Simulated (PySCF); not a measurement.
Saddle point of SiNH8F, singlet (SiH₄ + NH₃ + HF → SiNH₅ ([NH2][SiH3]) + HF + H₂; bonds formed: Si1–N7, H2–H8, H6–F9; bonds broken: Si1–H2, H6–N7, H8–F9), PBE0-D4/def2-TZVP structure:

```json
{"atom": "Si1", "x (Å)": "-0.4492", "y (Å)": "0.0396", "z (Å)": "-1.0063"}
{"atom": "H2", "x (Å)": "0.1990", "y (Å)": "-1.4997", "z (Å)": "-0.1647"}
{"atom": "H3", "x (Å)": "0.4399", "y (Å)": "-0.4713", "z (Å)": "-2.0768"}
{"atom": "H4", "x (Å)": "-0.8353", "y (Å)": "1.3942", "z (Å)": "-1.5679"}
{"atom": "H5", "x (Å)": "-1.7692", "y (Å)": "-0.5773", "z (Å)": "-0.7526"}
{"atom": "H6", "x (Å)": "0.3284", "y (Å)": "0.1368", "z (Å)": "1.3155"}
{"atom": "N7", "x (Å)": "0.3716", "y (Å)": "0.8400", "z (Å)": "0.4906"}
{"atom": "H8", "x (Å)": "0.1988", "y (Å)": "-1.4675", "z (Å)": "0.8023"}
{"atom": "F9", "x (Å)": "0.2339", "y (Å)": "-1.1483", "z (Å)": "1.9549"}
{"atom": "H10", "x (Å)": "-0.0700", "y (Å)": "1.7277", "z (Å)": "0.7102"}
{"atom": "H11", "x (Å)": "1.3519", "y (Å)": "1.0258", "z (Å)": "0.2948"}
```

Energies are electronic, without zero-point energy. Barriers and step energies count from the start structure reached by relaxing down the imaginary mode; all methods use the PBE0-D4 structures, on which another method's saddle can fall below an end. Program: PySCF 2.14 with density fitting (its default auxiliary sets; JK sets also for MP2 and CCSD(T)). Basis: def2-TZVPP, with def2-QZVPP for the basis limit. Cores are frozen in the correlated methods. B3LYP uses VWN-RPA correlation. Extrapolation: Hartree–Fock as exp(−7.88 √X), correlation as X^−2.97.

| method | barrier (kcal/mol) | step energy (kcal/mol) |
| --- | --- | --- |
| SPW92 | ? | 1.66 |
| PBE-D4 | 28.28 | 0.40 |
| r2SCAN-D4 | ? | -0.21 |
| PBE0-D4 | 32.51 | 0.53 |
| B3LYP-D4 | 35.01 | -0.33 |
| BHLYP-D4 | ? | -0.03 |
| wB97M-V | 36.17 | -0.15 |
| HF | 54.18 | 0.80 |
| MP2 | 37.07 | -1.78 |
| CCSD | 41.33 | 0.23 |
| CCSD(T) | 38.75 | -0.17 |

(1) Fill in the withheld barriers. (Judge from chemistry; the value comes from the calculation.)

T1 diagnostic: at most 0.012. The start structure is not quite a true minimum (one mode of 30i cm⁻¹).

## Answers

(1) Computed: SPW92 19.09; BHLYP-D4 39.83; r2SCAN-D4 30.81 kcal/mol. Each is the energy of the saddle less that of the start structure, by the same method.

For comparison, the barrier by CCSD(T) at an estimated basis limit (MP2 extrapolated from triple and quadruple zeta, plus CCSD(T) − MP2 in triple zeta) is 37.43 kcal/mol.

Labels in which every atom is bracketed show which atoms are joined, not bond orders.

For scale, one of the runs: CCSD(T)/def2-TZVPP, 216 basis functions, launched by `OMP_NUM_THREADS=4 python run.py`. The run took 8.1 min on 4 CPU threads of an Arm Neoverse V2 (shared host), with 3.2 GiB of host memory at its peak.
